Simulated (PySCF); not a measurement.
Computed with PBE-D3(BJ)/def2-TZVP // PBE0-D3(BJ)/def2-TZVP (PySCF). All species are isolated molecules in the gas phase. One relaxed conformer stands for a flexible species; it need not be the lowest. 

Reference species (SMILES): `C=C=C` (neutral, multiplicity 1).

```json
{
  "HOMO": "-6.55 eV",
  "LUMO": "-0.70 eV",
  "S1 oscillator strength": "0.000"
}
```

After one change: the HOMO goes up by 1.31 eV; the LUMO falls by 0.83 eV; the S1 oscillator strength stays essentially unchanged.

**Question.** What was changed between the two runs? The new species is one of these.
(A) `C=C=C[SeH]`
(B) `C=C=CC#N`
(C) `C=C=CCl`
(D) `C=C=CC=S`

**Answer.** A, `C=C=C[SeH]`
